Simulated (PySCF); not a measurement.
**PN (phosphorus nitride): CCSDT(Q)/STO-6G**

What is the energy change on altering one bond length of PN (phosphorus nitride) at CCSDT(Q)/STO-6G? The job is set up through a Python script.

The results are computed with PySCF 2.14.0.

14 further runs of the same task are left out: 4 that didn't finish, 10 set aside as unsound or not needed.

## 1. Starting point

PN has 2 atoms, charge 0, and is taken as a singlet. SMILES: `N#P`. The bond length is the measured one.

Bond lengths: N1–P2 1.491 Å.

## 2. A single-point energy at CCSDT(Q)/STO-6G

File input.xyz:

```xyz
2

N      0.000000     0.000000     0.000000
P      0.000000     0.000000     1.490866
```

File calc.py:

```python
# phosphorous nitride
from pyscf import gto, cc

mol = gto.Mole()
mol.atom = 'input.xyz'
mol.verbose = 3
mol.charge = 0
mol.max_memory = 1860
mol.basis = 'sto-6g'
mol.build()

mf = mol.RHF()
mf.conv_tol = 1e-10
mf.kernel()
if not mf.converged:
    mf = mf.newton().run(mf.mo_coeff, mf.mo_occ)

mycc = cc.CCSDT(mf, frozen=6)
mycc.kernel()
e_bracket, e_q = mycc.ccsdt_q()
e_tot = mycc.e_tot + e_q
print('E = %.10f Eh' % e_tot)
```

Started as:

```sh
OMP_NUM_THREADS=1 python calc.py
```

Standard output:

```text
converged SCF energy = -393.742882127296
_make_eris_incore_RCCSDT

WARN: A large `blksize` is being used, which may cause large memory consumption
      for storing contraction intermediates. If memory is sufficient, consider using
      `pyscf.cc.rccsdt_highm.RCCSDT` instead.

WARN: A large `blksize_oovv` is being used, which may cause large memory consumption
      for storing contraction intermediates. If memory is sufficient, consider using
      `pyscf.cc.rccsdt_highm.RCCSDT` instead.

WARN: A large `blksize_oooo` is being used, which may cause large memory consumption
      for storing contraction intermediates. If memory is sufficient, consider using
      `pyscf.cc.rccsdt_highm.RCCSDT` instead.

RCCSDT converged
E(RCCSDT) = -393.9144880373452   E_corr = -0.1716059100495548
E_corr(same-spin) = -0.0273122800936878
E_corr(oppo-spin) = -0.144293629955867
_make_eris_incore_RCCSDT
E = -393.9185088367 Eh
```

It took 1.1 s on 1 thread of Arm Neoverse V1, shared host; peak memory 0.12 GiB.

## 3. The distorted shape at the same level

File input.py:

```python
from pyscf import gto, cc

mol = gto.M(
    atom='''
N        0.000000       0.000000      -0.298134
P        0.000000       0.000000       1.490866
''',
    verbose=4,
    basis='sto-6g',
    max_memory=1860,
)

hf = mol.RHF()
hf.conv_tol = 1e-10
hf.kernel()
if not hf.converged:
    hf = hf.newton().run(hf.mo_coeff, hf.mo_occ)

mycc = cc.CCSDT(hf, frozen=6)
mycc.kernel()
e_bracket, e_q = mycc.ccsdt_q()
e_final = mycc.e_tot + e_q
print('E = %.10f Eh' % e_final)
```

Started as:

```sh
OMP_NUM_THREADS=1 python input.py
```

Standard output:

```text
PySCF version 2.14.0

[INPUT] num. atoms = 2
[INPUT] num. electrons = 22
[INPUT] charge = 0
[INPUT] spin (= nelec alpha-beta = 2S) = 0
[INPUT] symmetry False subgroup None
[INPUT] Mole.unit = angstrom
[INPUT] Symbol           X                Y                Z      unit          X                Y                Z       unit  Magmom
[INPUT]  1 N      0.000000000000   0.000000000000  -0.298134000000 AA    0.000000000000   0.000000000000  -0.563391608421 Bohr   0.0
[INPUT]  2 P      0.000000000000   0.000000000000   1.490866000000 AA    0.000000000000   0.000000000000   2.817328428426 Bohr   0.0

nuclear repulsion = 31.0584724128564
number of shells = 8
number of NR pGTOs = 84
number of NR cGTOs = 14
basis = sto-6g
ecp = {}

[... 39 lines left out ...]
converged SCF energy = -393.618382321739
[... 16 lines left out ...]
WARN: A large `blksize` is being used, which may cause large memory consumption
[... 3 lines left out ...]
WARN: A large `blksize_oovv` is being used, which may cause large memory consumption
[... 3 lines left out ...]
WARN: A large `blksize_oooo` is being used, which may cause large memory consumption
[... 13 lines left out ...]
Init t2, MP2 energy = -393.930786067954  E_corr(MP2) -0.312403746215
[... 17 lines left out ...]
RCCSDT converged
[... 5 lines left out ...]
E = -393.8798007819 Eh
```

Run time: 1.3 s. Hardware: 1 thread of Arm Neoverse V1, shared host; peak memory 0.12 GiB.

## 4. Outcome

Level: CCSDT(Q)/STO-6G, 6 core orbitals frozen.

| quantity | value |
| --- | --- |
| first shape: total energy | -393.91851 Eh |
| first shape: dipole moment (Hartree–Fock density) | 2.09 D |
| first shape: HOMO energy (Hartree–Fock orbitals) | -8.75 eV |
| first shape: LUMO energy (Hartree–Fock orbitals) | 6.94 eV |
| first shape: HOMO–LUMO gap (Hartree–Fock orbitals) | 15.69 eV |
| first shape: correlation energy (6 core orbitals frozen) | -175.6 mEh |
| first shape: T1 diagnostic | 0.006 |
| distorted shape: total energy | -393.87980 Eh |
| distorted shape: dipole moment (Hartree–Fock density) | 1.91 D |
| distorted shape: HOMO energy (Hartree–Fock orbitals) | -6.47 eV |
| distorted shape: LUMO energy (Hartree–Fock orbitals) | 5.20 eV |
| distorted shape: HOMO–LUMO gap (Hartree–Fock orbitals) | 11.67 eV |
| distorted shape: correlation energy (6 core orbitals frozen) | -261.4 mEh |
| distorted shape: T1 diagnostic | 0.008 |
| energy change with the N1–P2 bond stretched from 1.491 to 1.789 Å | 1.053 eV |

What this shows: With the N1–P2 bond stretched from 1.491 to 1.789 Å the energy rises by 1.05 eV (24 kcal/mol). The first shape isn't relaxed at this level, so the change isn't measured from a minimum. The minimal basis adds a large error of its own.
